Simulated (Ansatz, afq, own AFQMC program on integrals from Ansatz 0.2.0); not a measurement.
AFQMC on a folder of integrals that Ansatz 0.2.0 wrote.

```yaml
crystal:
  periodic: [false, false, false]
  atoms:
    - {symbol: Ta, position_ang: [0.000000, 0.000000, 0.165033]}
    - {symbol: N, position_ang: [0.000000, 0.000000, -1.790471]}
    - {symbol: H, position_ang: [0.000000, 0.829804, -2.373021]}
    - {symbol: H, position_ang: [0.000000, -0.829804, -2.373021]}
basis:
  gaussian: {orbitals: def2-SVP}
magnetization: {spin_polarized: true, initial_magnetization: 4}
correlation: {method: ccsd_t, electrons: outside_noble_gas, hamiltonian_folder: ham}
```

```sh
$ ansatz run in.yaml --threads 1 --pin off --events-out ev --progress --plain --max-ram 15360MiB --backend cuda --devices 0, --max-vram 18GiB
```

Options of the walk:

```
--method free --trial cisd --walkers 4000 --time-step 0.03 --max-blocks 4000 --target-error 0.00042 --factor-cut 1e-05 --seed 7421 --times 0,0.21,0.42,0.81,1.2,1.8,2.4,3 --taylor-order 8
```

Times are imaginary, in 1/Eh. The walk had a cap of 84 s. Core potentials past Kr, no spin–orbit coupling.

Output of the walk:

```
orbitals 51  electrons 8 4  factors 426 of 565
reference energy -111.89645033 Eh
CCSD correlation -0.25327017 Eh in 16 cycles, weight of the determinant in the CISD state 0.8866
repeat  energy at the last time / Eh  error
    10  -112.159222  0.000246
time / (1/Eh)  energy / Eh  error  mean overlap
  0.00  -112.149623  0.000076  1.1278
  0.21  -112.154360  0.000063  1.1258
  0.42  -112.156156  0.000059  1.1273
  0.81  -112.157691  0.000105  1.1270
  1.20  -112.158284  0.000088  1.1263
  1.80  -112.158550  0.000096  1.1271
  2.40  -112.158701  0.000163  1.1349
  3.00  -112.159075  0.000184  1.1364
energy -112.159075 +/- 0.000184 Eh
```

The time cap ended the run before it passed its tests.

Against this walk (error 5.0 meV) on the same determinant: CCSD(T) 30.0 meV higher, CCSDT(Q) 6.7 meV lower (within the noise). The error is statistical, and a free projection of finite length keeps a remainder of its start. The last points still move (meV from the last: 38 ± 3 at 0.81, 21.5 ± 2.4 at 1.20, 14 ± 3 at 1.80, 10 ± 4 at 2.40, 0 ± 5 at 3.00), but the last one has reached CCSDT(Q) within the noise or passed it, so little can be left to fall.

Cautions: remainder of the start not in the error; start not forgotten; no spin-orbit coupling; outer-core shells of the metal frozen; lower spins were not checked.

The walk took 84 s on 1 × NVIDIA H100 80GB HBM3 with 2 threads of AMD EPYC 7R13 Processor (Zen 3) (shared host) (the card was shared). The log's last line is the free-projection energy.

CCSDT and higher add their correlation energy to the determinant of the CCSD(T) run, since their own runs factorise the integrals more tightly (a shift of under 2 meV). A walk keeps the symmetry of its determinant, which the program's search chose and which needn't be the lowest solution, so a lower state of the same spin and another symmetry isn't excluded.
